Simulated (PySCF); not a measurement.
Do core-level shifts follow atomic charges?

Compound: C4H6F (charge +1).
Bonds: C1–C2 (double), C2–C3, C3–C4, C4–F5. Hydrogens: H6, H7 on C1; H8 on C2; H9 on C3; H10, H11 on C4.

Binding energies: delta-SCF UKS SCAN, pcX-2 on the ionised atom, pcseg-1 elsewhere, spin-free X2C (PySCF 2.14.0). Charges: PBE0/pcSseg-1 ground-state density, for the ionised atom.

```
atom                 environment  C 1s (eV)  Mulliken (e)  IAO (e)  Hirshfeld (e)  ESP (e)
  C2  carbon bonded to 2 C and H     297.46        -0.143   -0.143         +0.007   -0.064
  C3  carbon bonded to 2 C and H     298.37        -0.133   +0.100         +0.153   +0.130
  C4              sp3 C–F carbon     299.21        +0.240   +0.040         +0.075   +0.048
```

Task: Give the correlation coefficient and slope of binding energy on charge for each scheme.

Result: Mulliken: r = 0.87, slope 3.5 eV per e; IAO: r = 0.74, slope 5.1 eV per e; ESP: r = 0.59, slope 5.3 eV per e; Hirshfeld: r = 0.49, slope 5.9 eV per e. Mulliken charges have the highest r, on only 3 points.

Task: The point-charge model writes a binding energy as kq + V + constant, with V the potential of the other atoms' charges at the site. What does it give with the IAO charges?

Result: V = Σ 14.40 eV Å × q/r over all other atoms: +8.60 eV at C2, +6.43 eV at C3, +6.88 eV at C4. Fitting binding energy − V to q gives k = 14.1 eV per e and leaves an rms residual of 0.52 eV, against 0.48 eV for the fit on q alone. The model has no term for differences in relaxation between sites.

Spin contamination (⟨S²⟩ against 0.75 for a pure doublet) is marked for C 1s of C3 (0.96), which makes this value less certain. The species carries charge +1, so core ionisation leaves charge +2. The structure is a single PBE0-D3(BJ)/def2-SVP conformer in the gas phase; no vibrational or solvent corrections.

Shape of the structure used: `[CH2:1]=[CH:2][CH+:3][CH2:4][F:5]`: C1–C2–C3–C4 180°, C2–C3–C4–F5 0°.
